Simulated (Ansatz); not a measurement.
# BeO+ (doublet): wave-function methods side by side, def2-QZVPP

The task here is to estimate one member of a computed series from the others.

Program: Ansatz 0.2.0, Gaussian basis. Level of theory: def2-QZVPP, core rule «outside noble gas», up to 2 orbitals frozen. These are calculated values, not measurements.

To be run: UHF; ROHF; CCSD(T) on UHF.

### The geometry

The geometry is a PBE0/def2-TZVP stationary point (not a proven minimum) of the parent state, kept for this charge and spin.

2 atoms, charge 1, spin multiplicity 2.

Atoms are counted from 1 here; the program's logs count them from 0.

Bond lengths: O1–Be2 1.863 Å.

The first run:

in.yaml reads:

```yaml
crystal:
  periodic: [false, false, false]
  atoms:
    - {symbol: O, position_ang: [0.000000, 0.000000, 0.000000]}
    - {symbol: Be, position_ang: [0.000000, 0.000000, 1.862800]}
basis:
  gaussian: {orbitals: "def2-QZVPP.json"}
total_charge: 1
magnetization: {spin_polarized: true, initial_magnetization: 1}
hamiltonian: {xc: hf}
output: {orbitals: {seedname: orbitals}}
```

The run is started by

```sh
> ansatz run in.yaml --threads 1 --pin off --events-out ev --progress --plain --max-ram 2393MiB
```

Steps of the session up to this table: UHF; ROHF; CCSD(T) on UHF.

One of the session's tables, all rows but one given; the rest of the session is left out.

```
  method  from UCCSD(T) (meV)
    ROHF              +7080.5
    UMP2                    ?
   UCCSD               +249.3
UCCSD(T)                    0
```

**Question.** Estimate the row for UMP2.

**Answer.** from UCCSD(T) (meV): +1406.4. In the column «from UCCSD(T) (meV)» it lies between UCCSD (+249.3) and ROHF (+7080.5).

Left out of the table: UHF (another determinant or state than the rows shown).

Caveats from the session: The determinant is far from a pure spin state, so its energy mixes those of several spin states (harmless only where they are near-degenerate, as at dissociation). Warnings: spin contamination; coupled cluster took another determinant than the lowest.
